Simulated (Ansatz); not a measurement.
**CH₃NSi: functionals against CCSD(T) at one geometry**

An exercise on one series of results from a longer session: the logs are not shown, and one member is left open.

The runs use Ansatz 0.2.0, Gaussian basis; single points in def2-TZVPP.

Correlated methods freeze the cores.

**The system as given**

6 atoms, charge 0, spin multiplicity 1.

Atoms are counted from 1 here; the program's logs count them from 0.

Bond lengths: Si1–H4 1.466 Å, Si1–H5 1.408 Å, Si1–H6 1.358 Å, C2–N3 1.219 Å. Angles: H4–Si1–H5 116.7°, H4–Si1–H6 114.3°, H5–Si1–H6 116.3°.

Geometry (Å):

```xyz
6
charge 0, multiplicity 1
Si   -0.35800    0.11240    0.43900
C     0.65660   -0.34820   -1.53320
N     1.50520   -0.64830   -0.71090
H    -0.30270    1.54600    0.13960
H    -1.53690   -0.56450    0.07230
H     0.18410   -0.22980    1.63640
```

The first run:

run/in.yaml

```yaml
crystal:
  periodic: [false, false, false]
  atoms:
    - {symbol: Si, position_ang: [-0.358000, 0.112400, 0.439000]}
    - {symbol: C, position_ang: [0.656600, -0.348200, -1.533200]}
    - {symbol: N, position_ang: [1.505200, -0.648300, -0.710900]}
    - {symbol: H, position_ang: [-0.302700, 1.546000, 0.139600]}
    - {symbol: H, position_ang: [-1.536900, -0.564500, 0.072300]}
    - {symbol: H, position_ang: [0.184100, -0.229800, 1.636400]}
basis:
  gaussian: {orbitals: def2-TZVPP}
correlation: {method: ccsd_t}
output: {forces: true}
```

No record of the launch command was kept for these runs.

Among the steps run: CCSD(T)/def2-TZVPP; PBE0-D4/def2-TZVPP; wB97M-V/def2-TZVPP; r2SCAN-D4/def2-TZVPP; PBE-D4/def2-TZVPP; HSE06-D4/def2-TZVPP; B97M-V/def2-TZVPP.

One of the session's tables, all rows but one given; the rest of the session is left out.

| method | RMS force component (eV/Å) | angle to CCSD(T) forces (°) | dipole (D) |
| --- | --- | --- | --- |
| CCSD(T) | 1.557 | reference | 3.71 |
| PBE0-D4 | 1.841 | 10.2 | 3.68 |
| wB97M-V | 1.845 | 13.6 | 3.75 |
| r2SCAN-D4 | 1.744 | 7.5 | 3.62 |
| PBE-D4 | ? | ? | ? |
| HSE06-D4 | 1.834 | 9.9 | 3.68 |
| B97M-V | 1.766 | 10.3 | 3.55 |

Q: Estimate the row for PBE-D4 from the others.

As computed: RMS force component (eV/Å): 1.584; angle to CCSD(T) forces (°): 4.2; dipole (D): 3.54. In the column «RMS force component (eV/Å)» it lies between CCSD(T) (1.557) and r2SCAN-D4 (1.744).
